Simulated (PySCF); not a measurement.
# C4H5F (SMILES CC#CCF): levels of theory compared

We compute a comparison of 6 runs (HF/STO-3G, HF/def2-SVP, wB97X/6-31G, B3LYP/6-31G*, wB97X/def2-TZVP, MP2/def2-SVP) of C4H5F. Input form: a Python script.

The results are computed with PySCF 2.14.0.

### 1 The molecule

The species is C4H5F (10 atoms), meant as a singlet with charge 0. SMILES: `CC#CCF`. The coordinates come from a PBE0-D4/def2-TZVP relaxation.

Bond lengths: C1–C2 1.449 Å, C2–C3 1.202 Å, C3–C4 1.450 Å, C4–F5 1.384 Å, C1–H6 1.093 Å, C1–H7 1.093 Å, C1–H8 1.093 Å, C4–H9 1.095 Å, C4–H10 1.095 Å. Some angles: C1–C2–C3 179.5°, C2–C3–C4 179.3°, C3–C4–F5 111.6°, C2–C1–H6 111.2°, C2–C1–H7 110.4°, C2–C1–H8 111.1°, C3–C4–H9 110.6°, C3–C4–H10 110.6°, F5–C4–H9 107.6°, F5–C4–H10 107.6°.

### 2 Energy and gradient at HF/STO-3G (run 1)

Input file calc.py:

```python
import pyscf.grad
from pyscf import gto

system = gto.M(
    atom='''
C     -1.262500    -1.628000     0.021700
C     -0.386600    -0.474300     0.004700
C      0.348000     0.476500    -0.008700
C      1.220500     1.633900    -0.026600
F      2.549600     1.272200     0.109900
H     -1.931200    -1.603000     0.885400
H     -0.677200    -2.549300     0.075600
H     -1.873700    -1.671000    -0.883000
H      0.976000     2.314100     0.795400
H      1.120300     2.177800    -0.971200
''',
    basis='sto-3g',
    verbose=3,
    max_memory=1860,
)

calc0 = system.RHF()
calc0.conv_tol = 1e-10
calc0.kernel()
if not calc0.converged:
    calc0 = calc0.newton().run(calc0.mo_coeff, calc0.mo_occ)

etot = calc0.e_tot
print('Final energy', etot)
grad = calc0.Gradients().kernel()
dip = calc0.dip_moment()
pop, q = calc0.mulliken_pop()
```

Command:

```sh
$ OMP_NUM_THREADS=1 python calc.py
```

The log of the run:

```text
converged SCF energy = -250.478543574568
Final energy -250.4785435745682
--------------- RHF gradients ---------------
         x                y                z
0 C     0.0192321490     0.0275360307    -0.0002696646
1 C    -0.0710151100    -0.0915180479     0.0011694425
2 C     0.0784255047     0.0950228184    -0.0009500959
3 C    -0.0249529797    -0.0227972802    -0.0002627923
4 F    -0.0127093009     0.0044760839    -0.0013815599
5 H    -0.0015974172     0.0001500156     0.0027807455
6 H     0.0024046509    -0.0022346223     0.0001019827
7 H    -0.0013688583    -0.0000632340    -0.0029463547
8 H     0.0060492863    -0.0055169568    -0.0022004125
9 H     0.0055320751    -0.0050548075     0.0039587093
----------------------------------------------
Dipole moment(X, Y, Z, Debye): -1.37838, -0.05840, -0.11014
 ** Mulliken pop  **
pop of  0 C 1s            1.99180
pop of  0 C 2s            1.17148
pop of  0 C 2px           1.00621
pop of  0 C 2py           0.98031
pop of  0 C 2pz           1.03970
pop of  1 C 1s            1.99416
pop of  1 C 2s            1.07992
pop of  1 C 2px           0.96901
pop of  1 C 2py           0.97268
pop of  1 C 2pz           1.01642
pop of  2 C 1s            1.99410
pop of  2 C 2s            1.07069
pop of  2 C 2px           1.01171
pop of  2 C 2py           0.99353
pop of  2 C 2pz           1.00142
pop of  3 C 1s            1.99222
pop of  3 C 2s            1.16079
pop of  3 C 2px           0.80201
pop of  3 C 2py           0.97703
pop of  3 C 2pz           1.04774
pop of  4 F 1s            1.99914
pop of  4 F 2s            1.94650
pop of  4 F 2px           1.30014
pop of  4 F 2py           1.92769
pop of  4 F 2pz           1.96977
pop of  5 H 1s            0.91508
pop of  6 H 1s            0.91308
pop of  7 H 1s            0.91505
pop of  8 H 1s            0.92031
pop of  9 H 1s            0.92032
 ** Mulliken atomic charges  **
charge of    0C =     -0.18951
charge of    1C =     -0.03219
charge of    2C =     -0.07144
charge of    3C =      0.02020
charge of    4F =     -0.14324
charge of    5H =      0.08492
charge of    6H =      0.08692
charge of    7H =      0.08495
charge of    8H =      0.07969
charge of    9H =      0.07968
```

Run time: 2.1 s. Hardware: 1 thread of Intel Xeon at 2.70GHz, shared host; peak memory 0.12 GiB.

### 3 Energy and gradient at HF/def2-SVP (run 2)

Input file geometry.xyz:

```xyz
10
C4H5F
C     -1.262500    -1.628000     0.021700
C     -0.386600    -0.474300     0.004700
C      0.348000     0.476500    -0.008700
C      1.220500     1.633900    -0.026600
F      2.549600     1.272200     0.109900
H     -1.931200    -1.603000     0.885400
H     -0.677200    -2.549300     0.075600
H     -1.873700    -1.671000    -0.883000
H      0.976000     2.314100     0.795400
H      1.120300     2.177800    -0.971200
```

Input file run.py:

```python
from pyscf import gto, scf

molecule = gto.M(
    atom='geometry.xyz',
    basis='def2-svp',
    max_memory=1860,
    verbose=4,
    spin=0,
    charge=0,
)

mf = scf.RHF(molecule)
mf.conv_tol = 1e-10
mf.kernel()
if not mf.converged:
    mf = mf.newton().run(mf.mo_coeff, mf.mo_occ)

e_tot = mf.e_tot
print('E(%s) = %.9f' % ('HF', e_tot))
grad = mf.nuc_grad_method().kernel()
mf.analyze()
```

Command:

```sh
$ OMP_NUM_THREADS=1 python run.py
```

The log of the run:

```text
PySCF version 2.14.0

[... 83 lines left out ...]
Nuclear Repulsion Energy =             148.085349499747480
[... 10 lines left out ...]
MO #5   energy= -11.2296944175533  occ= 2
[... 8 lines left out ...]
MO #14  energy= -0.598011350272875 occ= 2
[... 8 lines left out ...]
MO #23  energy= 0.203678158852232  occ= 0
[... 8 lines left out ...]
MO #32  energy= 0.63901101086092   occ= 0
[... 8 lines left out ...]
MO #41  energy= 0.869815761360106  occ= 0
[... 8 lines left out ...]
MO #50  energy= 1.31064974168562   occ= 0
[... 8 lines left out ...]
MO #59  energy= 1.77411799637624   occ= 0
[... 8 lines left out ...]
MO #68  energy= 2.10051084325629   occ= 0
[... 8 lines left out ...]
MO #77  energy= 2.48774371114773   occ= 0
[... 8 lines left out ...]
MO #86  energy= 3.21531150704131   occ= 0
[... 8 lines left out ...]
MO #95  energy= 4.19780611931035   occ= 0
[... 69 lines left out ...]
pop of  4 F 3dz^2         0.00069
pop of  4 F 3dxz          0.00068
pop of  4 F 3dx2-y2       0.00169
pop of  5 H 1s            0.88048
pop of  5 H 2s            0.00900
pop of  5 H 2px           0.00073
pop of  5 H 2py           0.00004
pop of  5 H 2pz           0.00110
pop of  6 H 1s            0.87573
pop of  6 H 2s            0.00912
pop of  6 H 2px           0.00046
pop of  6 H 2py           0.00136
pop of  6 H 2pz           0.00004
pop of  7 H 1s            0.88034
pop of  7 H 2s            0.00898
pop of  7 H 2px           0.00062
pop of  7 H 2py           0.00005
pop of  7 H 2pz           0.00119
pop of  8 H 1s            0.88056
pop of  8 H 2s            0.01145
pop of  8 H 2px           0.00028
pop of  8 H 2py           0.00094
pop of  8 H 2pz           0.00129
pop of  9 H 1s            0.88057
pop of  9 H 2s            0.01145
pop of  9 H 2px           0.00025
pop of  9 H 2py           0.00062
pop of  9 H 2pz           0.00164
 ** Mulliken atomic charges  **
charge of    0C =     -0.24119
charge of    1C =     -0.02305
charge of    2C =     -0.10688
charge of    3C =      0.19011
charge of    4F =     -0.36069
charge of    5H =      0.10866
charge of    6H =      0.11329
charge of    7H =      0.10881
charge of    8H =      0.10547
charge of    9H =      0.10547
Dipole moment(X, Y, Z, Debye): -2.48038, -0.07725, -0.19955
```

Run time: 7.2 s. Hardware: 1 thread of Intel Xeon at 2.70GHz, shared host; peak memory 0.2 GiB.

Run 3 isn't shown in full; the table further down has it.

### 4 Energy and gradient at B3LYP/6-31G(d) (spherical functions) (run 4)

Input file job.py:

```python
import pyscf.grad
from pyscf import gto, dft

mol = gto.M(
    atom=[
    ('C', (-1.262500, -1.628000, 0.021700)),
    ('C', (-0.386600, -0.474300, 0.004700)),
    ('C', (0.348000, 0.476500, -0.008700)),
    ('C', (1.220500, 1.633900, -0.026600)),
    ('F', (2.549600, 1.272200, 0.109900)),
    ('H', (-1.931200, -1.603000, 0.885400)),
    ('H', (-0.677200, -2.549300, 0.075600)),
    ('H', (-1.873700, -1.671000, -0.883000)),
    ('H', (0.976000, 2.314100, 0.795400)),
    ('H', (1.120300, 2.177800, -0.971200)),
],
    max_memory=1860,
    verbose=4,
    basis='6-31g*',
)

ks = dft.RKS(mol, xc='b3lyp')
ks.grids.level = 5
ks.conv_tol = 1e-10
ks.kernel()
if not ks.converged:
    ks = ks.newton().run(ks.mo_coeff, ks.mo_occ)

energy = ks.e_tot
print(f'total energy: {energy:.8f} hartree')
grad = ks.Gradients().kernel()
ks.analyze()
```

Command:

```sh
$ OMP_NUM_THREADS=1 python job.py
```

The log of the run:

```text
PySCF version 2.14.0

[... 98 lines left out ...]
DFT Exchange-Correlation Energy =      -34.052809829888950
[... 9 lines left out ...]
MO #8   energy= -0.7467018937704   occ= 2
[... 7 lines left out ...]
MO #16  energy= -0.35085658612198  occ= 2
[... 7 lines left out ...]
MO #24  energy= 0.161893139782712  occ= 0
[... 7 lines left out ...]
MO #32  energy= 0.513893517377219  occ= 0
[... 7 lines left out ...]
MO #40  energy= 0.786668463129192  occ= 0
[... 7 lines left out ...]
MO #48  energy= 1.130990698675     occ= 0
[... 7 lines left out ...]
MO #56  energy= 1.53973954906145   occ= 0
[... 7 lines left out ...]
MO #64  energy= 1.92191688920256   occ= 0
[... 7 lines left out ...]
MO #72  energy= 2.25734957699695   occ= 0
[... 7 lines left out ...]
MO #80  energy= 3.59034898833615   occ= 0
[... 54 lines left out ...]
pop of  3 C 3dyz          0.00244
pop of  3 C 3dz^2         0.00236
pop of  3 C 3dxz          0.00221
pop of  3 C 3dx2-y2       0.00223
pop of  4 F 1s            1.99997
pop of  4 F 2s            1.85311
pop of  4 F 3s            0.00346
pop of  4 F 2px           1.54389
pop of  4 F 2py           1.93141
pop of  4 F 2pz           1.96437
pop of  4 F 3px           0.00088
pop of  4 F 3py           0.00161
pop of  4 F 3pz           0.00172
pop of  4 F 3dxy          0.00161
pop of  4 F 3dyz          0.00012
pop of  4 F 3dz^2         0.00102
pop of  4 F 3dxz          0.00135
pop of  4 F 3dx2-y2       0.00266
pop of  5 H 1s            0.86496
pop of  5 H 2s            0.00815
pop of  6 H 1s            0.86046
pop of  6 H 2s            0.00824
pop of  7 H 1s            0.86477
pop of  7 H 2s            0.00814
pop of  8 H 1s            0.87147
pop of  8 H 2s            0.00932
pop of  9 H 1s            0.87147
pop of  9 H 2s            0.00932
 ** Mulliken atomic charges  **
charge of    0C =     -0.29744
charge of    1C =     -0.02784
charge of    2C =     -0.09443
charge of    3C =      0.10320
charge of    4F =     -0.30718
charge of    5H =      0.12689
charge of    6H =      0.13129
charge of    7H =      0.12709
charge of    8H =      0.11921
charge of    9H =      0.11921
Dipole moment(X, Y, Z, Debye): -2.08386, -0.24557, -0.15454
```

Wall time 29 s (1 thread of Intel Xeon at 2.70GHz, shared host); peak memory 0.81 GiB.

Run 5 isn't shown in full; the table further down has it.

### 5 Energy and gradient at MP2/def2-SVP (run 6)

Input file input.py:

```python
# CC#CCF
import pyscf.grad
from pyscf import gto, mp

mol = gto.M(
    atom='''
C     -2.385779    -3.076474     0.041007
C     -0.730568    -0.896297     0.008882
C      0.657625     0.900454    -0.016441
C      2.306411     3.087624    -0.050267
F      4.818046     2.404110     0.207681
H     -3.649439    -3.029231     1.673164
H     -1.279723    -4.817479     0.142863
H     -3.540780    -3.157732    -1.668628
H      1.844373     4.373015     1.503088
H      2.117060     4.115446    -1.835302
''',
    unit='bohr',
    basis='def2-svp',
    max_memory=1860,
    verbose=3,
)

mf = mol.RHF()
mf.conv_tol = 1e-10
mf.kernel()
if not mf.converged:
    mf = mf.newton().run(mf.mo_coeff, mf.mo_occ)

pt = mp.MP2(mf, frozen=5).run()
e_final = pt.e_tot
print('E = %.10f Eh' % e_final)
grad = pt.Gradients().kernel()
dip = mf.dip_moment()
pop, q = mf.mulliken_pop()
```

Command:

```sh
$ OMP_NUM_THREADS=1 python input.py
```

The log of the run:

```text
converged SCF energy = -253.559206481046
[... 11 lines left out ...]
Dipole moment(X, Y, Z, Debye): -2.48038, -0.07725, -0.19955
[... 67 lines left out ...]
pop of  4 F 3dyz          0.00016
pop of  4 F 3dz^2         0.00120
pop of  4 F 3dxz          0.00138
pop of  4 F 3dx2-y2       0.00300
pop of  5 H 1s            0.74700
pop of  5 H 2s            0.16083
pop of  5 H 2px           0.00939
pop of  5 H 2py           0.00358
pop of  5 H 2pz           0.01327
pop of  6 H 1s            0.74472
pop of  6 H 2s            0.15813
pop of  6 H 2px           0.00794
pop of  6 H 2py           0.01423
pop of  6 H 2pz           0.00424
pop of  7 H 1s            0.74689
pop of  7 H 2s            0.16099
pop of  7 H 2px           0.00849
pop of  7 H 2py           0.00363
pop of  7 H 2pz           0.01413
pop of  8 H 1s            0.76677
pop of  8 H 2s            0.15729
pop of  8 H 2px           0.00260
pop of  8 H 2py           0.00974
pop of  8 H 2pz           0.01279
pop of  9 H 1s            0.76678
pop of  9 H 2s            0.15730
pop of  9 H 2px           0.00191
pop of  9 H 2py           0.00757
pop of  9 H 2pz           0.01565
 ** Mulliken atomic charges  **
charge of    0C =      0.06559
charge of    1C =     -0.22332
charge of    2C =     -0.26506
charge of    3C =      0.50616
charge of    4F =     -0.38752
charge of    5H =      0.06595
charge of    6H =      0.07074
charge of    7H =      0.06588
charge of    8H =      0.05080
charge of    9H =      0.05078
```

It took 17 s on 1 thread of Intel Xeon at 2.70GHz, shared host; peak memory 0.53 GiB.

### 6 All runs side by side

| run | level | integration grid | frozen core orbitals | energy (Eh) | dipole moment (D) of the reference | HOMO energy (eV) | LUMO energy (eV) | wall time |
| --- | --- | --- | --- | --- | --- | --- | --- | --- |
| 1 | HF/STO-3G | – | – | -250.478544 | 1.38 | -8.57 | 9.81 | 2.1 s |
| 2 | HF/def2-SVP | – | – | -253.559206 | 2.49 | -10.40 | 4.67 | 7.2 s |
| 3 | wB97X/6-31G | 5 | – | -255.072027 | 2.51 | -9.81 | 3.23 | 32 s |
| 4 | B3LYP/6-31G* (spherical functions) | 5 | – | -255.193541 | 2.10 | -6.98 | 0.80 | 29 s |
| 5 | wB97X/def2-TZVP | 5 | – | -255.239640 | 2.25 | -9.95 | 2.66 | 4.5 min |
| 6 | MP2/def2-SVP | – | 5 | -254.268567 | 2.49 | -10.40 | 4.67 | 17 s |

### 7 Summary of results

```
                                          quantity          value
                               run 6: total energy  -254.26857 Eh
       run 6: dipole moment (Hartree–Fock density)         2.49 D
        run 6: HOMO energy (Hartree–Fock orbitals)      -10.40 eV
        run 6: LUMO energy (Hartree–Fock orbitals)        4.67 eV
      run 6: HOMO–LUMO gap (Hartree–Fock orbitals)       15.07 eV
run 6: correlation energy (5 core orbitals frozen)     -709.4 mEh
                   run 6: largest force on an atom     1.979 eV/Å
```

**Reading.** Over runs 1, 2, 3, 4, 5 the dipole moment (its size) runs from 1.38 D (HF/STO-3G) to 2.51 D (wB97X/6-31G). The two ends differ in method and basis. Over runs 1, 2, 3, 4, 5 the HOMO–LUMO gap runs from 7.78 eV (B3LYP/6-31G*) to 18.39 eV (HF/STO-3G). Totals of different functionals can't be ranked against each other. In run 1 the basis is minimal, so the values are rough. All runs together took 5.9 min, the longest 4.5 min.
